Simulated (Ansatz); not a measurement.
```yaml
crystal:
  periodic: [false, false, false]
  atoms:
    - {symbol: H, position_ang: [0.059636, -1.922297, 0.267067]}
    - {symbol: N, position_ang: [0.576942, -1.414235, 0.986273]}
    - {symbol: C, position_ang: [0.514796, -0.164093, 0.778380]}
    - {symbol: C, position_ang: [-0.172709, 0.476227, -0.299937]}
    - {symbol: C, position_ang: [-0.747492, 1.023622, -1.202926]}
    - {symbol: H, position_ang: [1.027905, 0.499807, 1.477002]}
    - {symbol: H, position_ang: [-1.259077, 1.500969, -2.005859]}
basis:
  gaussian: {orbitals: def2-TZVPP}
magnetization: {spin_polarized: true, initial_magnetization: 6}
hamiltonian: {xc: {name: r2SCANh}, dispersion: d3bj}
accuracy: high
output: {forces: true}
```

```sh
$ ansatz run in.yaml --threads 2 --pin off --events-out ev --progress --plain --max-ram 32768MiB --backend cpu
```

Shortened log:

```
Warning: the engine holds no damping parameters fitted to this dispersion correction and functional, so the run takes those fitted to r2scanh beside the three-body term, which d3bj leaves out (hamiltonian.dispersion, under Limitations)
Functional definition: r2SCANh
2754 factors; integrals over basis functions are off by at most 6.3e-9 eV
mean field evaluation 1: about -4622.2042 eV, gradient 3.8e1 eV
mean field evaluation 2: about -4603.7580 eV, gradient 6.3e1 eV
mean field evaluation 4: about -4629.3031 eV, gradient 7.2e0 eV
mean field evaluation 8: about -4629.6218 eV, gradient 8.1e-1 eV
mean field evaluation 16: about -4629.7211 eV, gradient 9.8e-4 eV
mean field evaluation 32: about -4629.7211 eV, gradient 2.1e-7 eV
mean field -4629.72110112 eV, -170.1391123284 hartree, gradient 9.2e-8 eV, S^2 12.036990; 5 other end points of the search recorded, 0 dependent functions left out
reference -4629.72110327 eV, -170.1391124076 hartree; 17, 11 occupied and 149, 155 virtual orbitals, 2754 factors
Total energy: -4629.75266932 eV, -170.1402724384 hartree
Atom 0 at     0.059636    -1.922297     0.267067 Å, force     0.574765    -1.738283     1.015446 eV/Å
Atom 1 at     0.576942    -1.414235     0.986273 Å, force    -1.634613    -3.936256    -2.061788 eV/Å
Atom 2 at     0.514796    -0.164093     0.778380 Å, force     1.902444     5.851485     2.274960 eV/Å
Atom 3 at    -0.172709     0.476227    -0.299937 Å, force    10.616498   -11.872399    16.850210 eV/Å
Atom 4 at    -0.747492     1.023622    -1.202926 Å, force   -11.738314    11.744475   -18.495522 eV/Å
Atom 5 at     1.027905     0.499807     1.477002 Å, force     0.143291     0.104781     0.203148 eV/Å
Atom 6 at    -1.259077     1.500969    -2.005859 Å, force     0.135928    -0.153803     0.213547 eV/Å
Dipole moment:    -0.017619    -0.244418    -0.003420 e Å
```

(1) What is wrong with this run?

## Answers

(1) The spin is set far too high for this molecule. The run converged. The result belongs to that input, not to the molecule as meant.
